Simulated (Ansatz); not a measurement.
2H WSe2 was calculated with r²SCAN+rVV10 (Ansatz, an electronic-structure program, plane waves, PAW).

Numerical settings: plane-wave cutoff 560 eV, 12×12×4 k mesh (along the axes of the cell as run), Fermi–Dirac smearing 0.01 eV, no spin polarisation, scalar-relativistic PAW data made under PBE.

Properties against volume:

Shape and atoms are relaxed at each volume.

| V (Å³/atom) | P (GPa) | direct gap at Γ (eV) | smallest gap on the k mesh (eV) | c (Å) |
|---|---|---|---|---|
| 19.841 | 2.04 | 2.730 | 1.010 | 12.782 |
| 20.254 | 0.89 | 2.748 | 1.077 | 12.960 |
| 20.668 | 0.00 | 2.771 | 1.144 | 13.151 |
| 21.081 | -0.67 | 2.800 | 1.211 | 13.355 |
| 21.494 | -1.15 | 2.832 | 1.277 | 13.571 |

The fundamental gap (1.12 eV at the equilibrium volume, with added k points) lies elsewhere than Γ–Γ.

Note: the bulk modulus comes from volumes at which shape and atoms were relaxed.

Spin–orbit coupling is not included.
